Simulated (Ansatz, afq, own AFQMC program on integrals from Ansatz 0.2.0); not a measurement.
# Where AFQMC and coupled cluster stand for Al₂, singlet

```json
{"atom": "Al", "x (Å)": "0.0000", "y (Å)": "0.0000", "z (Å)": "0.0000"}
{"atom": "Al", "x (Å)": "0.0000", "y (Å)": "0.0000", "z (Å)": "3.7860"}
```

Basis cc-pVDZ. Only valence electrons are correlated. AFQMC by an in-house program on the Cholesky factors that Ansatz 0.2.0 writes for its CCSD(T) run. The CISD trial takes its coefficients from CCSD amplitudes. Released means that phaseless walkers are propagated on without the constraint, phases kept. Error bars are statistical, one sigma.

Determinant: UHF, the one that the program's search chose, which needn't be the lowest solution. The geometry is a point of a scan.

Full CI on the same integrals is exact in this basis and with this determinant's frozen core.

Cautions: strong correlation (T1 0.169, weight of the determinant 0.61, largest double 0.13); unrestricted determinant spin contaminated (⟨S²⟩ 1.02 against 0.00); CCSD(T) is in doubt: among natural orbitals it converges to other amplitudes; the released energies are still falling, so no released level is given (meV from the phaseless value at times in 1/Eh: -2 ± 4 at 0.24, -12 ± 5 at 0.51, -17 ± 4 at 0.99, -27 ± 4 at 1.62, -33 ± 4 at 2.40); the next higher spin lies close (full CI puts it 14 meV above).

* T1 diagnostic: 0.1687
* weight of the determinant in the CISD state: 0.609
* ⟨S²⟩ of the determinant: 1.021
* size of the correlated space: 6 electrons in 26 orbitals

```json
{"level": "MP2", "correlation energy (eV)": "-1.7662"}
{"level": "CCSD", "correlation energy (eV)": "-2.7948"}
{"level": "CCSD(T)", "correlation energy (eV)": "-2.9276"}
```

Problem. Estimate where full CI lies against CCSD(T) on the same integrals.

Solution. 10.4 kJ/mol below CCSD(T).

Reference: full CI, correlation energy -3.035 eV. The cautions show a poor starting determinant, so the rows tell how each method copes with it here, and full CI is the sure value.

```json
{"level": "CCSD(T)", "E − E(reference) (kJ/mol)": "10.4", "share of correlation (%)": "96.46"}
{"level": "CCSDT", "E − E(reference) (kJ/mol)": "1.8", "share of correlation (%)": "99.39"}
{"level": "CCSDT(Q)", "E − E(reference) (kJ/mol)": "0.1", "share of correlation (%)": "99.97"}
{"level": "CCSDTQ", "E − E(reference) (kJ/mol)": "0.1", "share of correlation (%)": "99.95"}
{"level": "ph-AFQMC/CISD", "E − E(reference) (kJ/mol)": "9.4 ± 0.4", "share of correlation (%)": "96.80"}
```

CCSDT and higher add their correlation energy to the determinant of the CCSD(T) run, since their own runs factorise the integrals more tightly (a shift of under 2 meV).
